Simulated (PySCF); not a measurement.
**Ionisation energy of Al by level of theory**

Al [Ne] 3s2 3p1 (2P) → Al⁺ [Ne] 3s2 (1S), as a difference of total energies. Calculation: PySCF 2.14, in jorge-DZP-DKH; scalar relativity by spin-free X2C-1e. Correlated levels: valence: [Ne] frozen. The calculations carry no spin-orbit coupling.

| method | ionisation energy (eV) |
| --- | --- |
| UHF | 5.571 |
| TPSS | 6.138 |
| r2SCAN | 6.158 |
| MP2 (valence) | 5.728 |
| SCS-MP2 (valence) | 5.710 |
| CCSD (valence) | 5.814 |
| CCSD(T) (valence) | 5.834 |

How much does correlation contribute at CCSD(T) (valence)?

5.834 − (5.571) = 0.263 eV, measured against UHF.

Errors of the correlated levels include the incompleteness of this basis and the frozen core.

For comparison: 5.977 eV (measured; NIST levels, between the centres of gravity of the two terms).
